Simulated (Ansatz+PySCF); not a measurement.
**singlet C₃H₅(+): levels of theory in one basis**

```
atom   x (Å)    y (Å)    z (Å)
   C  0.0000   0.0000  -0.4928
   C  0.0000   1.1898   0.2111
   C  0.0000  -1.1898   0.2111
   H  0.0000   0.0000  -1.5874
   H  0.0000   2.1593  -0.3030
   H  0.0000   1.2037   1.3086
   H  0.0000  -2.1593  -0.3030
   H  0.0000  -1.2037   1.3086
```

Basis set: def2-SVP (spherical functions). Correlated methods keep 3 orbitals frozen. Charge 1, multiplicity 1.

Computed with Ansatz (development build ahead of 0.2.0); each method stands on the lowest determinant of its kind that the runs found. NEVPT2 correlates all electrons. Active spaces start from the frontier orbitals, and the lowest solution found is given.

```
        method  E − E(RHF) (eV)  <S²> of the determinant
           RHF             0.00                     0.00
           UHF            -0.01                     0.15
       RHF-MP2           -10.12                        –
       UHF-MP2            -9.96                     0.15
      RHF-CCSD           -11.15                        –
   RHF-CCSD(T)           -11.59                        –
   CASSCF(2,2)            -0.57                        –
SC-NEVPT2(2,3)           -10.55                        –
SC-NEVPT2(2,2)           -10.40                        –
```

Task: What does CASSCF(2,3) give on the same scale?

Result: -0.79 eV.

Task: Is a single determinant a sound starting point here?

Result: Only with care. Unrestricted orbitals gain 0.01 eV and <S²> is 0.15 against 0.00 for a pure state, so spin symmetry breaks but gains little energy; restricted orbitals can still serve. The CASSCF(2,3) natural occupations are 1.91, 0.07, 0.02. The CASSCF(2,2) natural occupations are 1.91, 0.09.

Caution for UHF, UHF-MP2: the unrestricted determinant is spin contaminated; the determinant breaks the point group. Caution for UHF-MP2: another reference gives a lower total.
